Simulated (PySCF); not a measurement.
# C3H7S: g tensor and hyperfine couplings

Compound: C3H7S (doublet state).
Geometry (GFN2-xTB, Å), atoms numbered from 1 in this order:
```xyz
11
C3H7S angstrom
C      1.585    0.414    0.216
C      0.914   -0.840    0.322
S     -0.672   -0.625    1.406
C     -1.675    0.361    0.265
H      2.201    0.765    1.022
H      1.317    1.117   -0.550
H      1.450   -1.592    0.895
H      0.530   -1.242   -0.612
H     -1.233    1.344    0.138
H     -1.756   -0.154   -0.689
H     -2.656    0.454    0.720
```

The hyperfine couplings belong to this conformer and change with its torsions.

The species is `CSC[CH2]` [radical].

Computed, not measured: UKS B3LYP, pcH-1 on C H S, non-relativistic, mean-field spin-orbit, GIAO in PySCF 2.14.0. Geometry: GFN2-xTB, one conformer, isolated molecule. The geometry wasn't refined by DFT: couplings that depend on bond lengths, twists or pyramidal angles can differ widely from those at the functional's own minimum. The SCF solution wasn't tested for stability.

| Quantity | Value |
| --- | --- |
| g1, g2, g3 | 2.00157, 2.00342, 2.00402 |
| g_iso | 2.00300 |
| Form of g | rhombic: the two nearest values differ by 25 % of g3 − g1 |
| ⟨S²⟩ | 0.7567 (exact 0.7500) |
| α and β electrons | 21, 20 |
| HOMO–LUMO gap, α and β orbitals | 6.36, 3.93 eV |
| Total energy | -516.67780 Eh |

Hyperfine couplings atom by atom, in MHz; T1 to T3 are the principal values of the dipolar part; ρ(0) is the spin density at the nucleus:

```json
{"atom": "C1", "isotope": "13C", "a_iso": "82.3", "of which spin–orbit": "0.0", "T1": "-74.6", "T2": "-73.4", "T3": "148.0", "Mulliken spin population": "0.96", "ρ(0) (bohr⁻³)": "0.0732"}
{"atom": "C2", "isotope": "13C", "a_iso": "-28.1", "of which spin–orbit": "0.0", "T1": "-7.6", "T2": "1.3", "T3": "6.3", "Mulliken spin population": "-0.11", "ρ(0) (bohr⁻³)": "-0.0250"}
{"atom": "S3", "isotope": "33S", "a_iso": "25.8", "of which spin–orbit": "0.2", "T1": "-25.4", "T2": "-22.5", "T3": "47.9", "Mulliken spin population": "0.20", "ρ(0) (bohr⁻³)": "0.0746"}
{"atom": "C4", "isotope": "13C", "a_iso": "0.8", "of which spin–orbit": "0.0", "T1": "-0.6", "T2": "-0.4", "T3": "1.0", "Mulliken spin population": "0.00", "ρ(0) (bohr⁻³)": "0.0007"}
{"atom": "H5", "isotope": "1H", "a_iso": "-54.7", "of which spin–orbit": "0.0", "T1": "-35.1", "T2": "-0.9", "T3": "36.1", "Mulliken spin population": "-0.04", "ρ(0) (bohr⁻³)": "-0.0122"}
{"atom": "H6", "isotope": "1H", "a_iso": "-56.3", "of which spin–orbit": "0.0", "T1": "-35.6", "T2": "-0.3", "T3": "35.8", "Mulliken spin population": "-0.04", "ρ(0) (bohr⁻³)": "-0.0126"}
{"atom": "H7", "isotope": "1H", "a_iso": "37.3", "of which spin–orbit": "0.0", "T1": "-5.2", "T2": "-2.9", "T3": "8.1", "Mulliken spin population": "0.01", "ρ(0) (bohr⁻³)": "0.0083"}
{"atom": "H8", "isotope": "1H", "a_iso": "19.8", "of which spin–orbit": "0.0", "T1": "-5.1", "T2": "-2.8", "T3": "8.0", "Mulliken spin population": "0.01", "ρ(0) (bohr⁻³)": "0.0044"}
{"atom": "H9", "isotope": "1H", "a_iso": "3.7", "of which spin–orbit": "0.0", "T1": "-3.5", "T2": "-1.8", "T3": "5.3", "Mulliken spin population": "0.01", "ρ(0) (bohr⁻³)": "0.0008"}
{"atom": "H10", "isotope": "1H", "a_iso": "-0.5", "of which spin–orbit": "0.0", "T1": "-2.2", "T2": "-0.7", "T3": "3.0", "Mulliken spin population": "0.00", "ρ(0) (bohr⁻³)": "-0.0001"}
{"atom": "H11", "isotope": "1H", "a_iso": "7.0", "of which spin–orbit": "0.0", "T1": "-2.1", "T2": "-0.4", "T3": "2.5", "Mulliken spin population": "0.00", "ρ(0) (bohr⁻³)": "0.0016"}
```

Largest spin populations (Mulliken): C1 (+0.96), S3 (+0.20) and C2 (-0.11). The angles at C1 add up to 358.5°, so it is planar; its axial dipolar tensor and the negative couplings of its protons fit spin in a p orbital normal to that plane.

Under fast tumbling the dipolar parts average out, and these isotropic splittings remain: 1 × 1H (H6, I = 1/2, 2 lines) with 2.01 mT, 1 × 1H (H5, I = 1/2, 2 lines) with 1.95 mT, 2 × 1H (H7/H8, I = 1/2, 3 lines) with 1.02 mT and 3 × 1H (H9/H10/H11, I = 1/2, 4 lines) with 0.12 mT.

Means are taken over nuclei equivalent by connectivity, which assumes that they swap fast. H5 and H6 aren't averaged: C1 is flat or nearly so (angle sum 359°), and its turn about the short C1–C2 bond (1.43 Å) is taken as slow. The three 1H nuclei of mean +3.4 MHz run from -0.5 to 7.0 MHz in the frozen geometry. The 1H value of +28.6 MHz is a mean of couplings from 19.8 to 37.3 MHz in this one geometry, not an average over conformers.

The 33S coupling of S3 (25.8 MHz) shows only in satellite lines or after enrichment, since that isotope makes up about 0.76 % of natural sulfur.

The 13C coupling of C1 (82.3 MHz) shows only in satellite lines or after enrichment, since that isotope makes up about 1.07 % of natural carbon.

The spin density at the nucleus, in bohr⁻³, is negative for C2 (-0.0250), H6 (-0.0126) and H5 (-0.0122), for instance. A restricted open-shell determinant has no negative spin density anywhere; here it arises because α and β orbitals differ (spin polarisation).
